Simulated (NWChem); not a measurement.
Species: Li, doublet

All runs: NWChem. Spin-unrestricted. Medium grid unless said otherwise, to which SCAN and Minnesota functionals are sensitive. No stability test was run on the SCF state. B3LYP is NWChem's, with the RPA form of VWN correlation. Total energies of different functionals are on different scales.

```csv
level,energy (Ha),highest occupied level (eV),"lowest empty minus highest occupied level, either spin (eV)",<S²>
B3LYP/def2-SVP,-7.4850,-3.60,2.08,0.750
PBE/def2-SVP,-7.4539,-3.18,2.26,0.750
revPBE/def2-SVP,-7.4786,-3.18,2.21,0.750
LRC-wPBEh/def2-SVP,-7.4612,-5.29,5.33,0.750
MPW1K/def2-SVP,-7.4775,-4.19,4.13,0.750
B97-D/def2-SVP,-7.4794,[?],2.28,0.750
MN15-L/def2-SVP,-7.4791,-2.72,1.74,0.750
"LDA (Slater exchange, PW92)/def2-SVP",-7.3349,-3.12,1.08,0.750
PW91/def2-SVP,-7.4660,-3.20,2.27,0.750
```

**Question.** Complete the blanks.

**Answer.** 
- B97-D/def2-SVP, highest occupied level (eV): -2.96
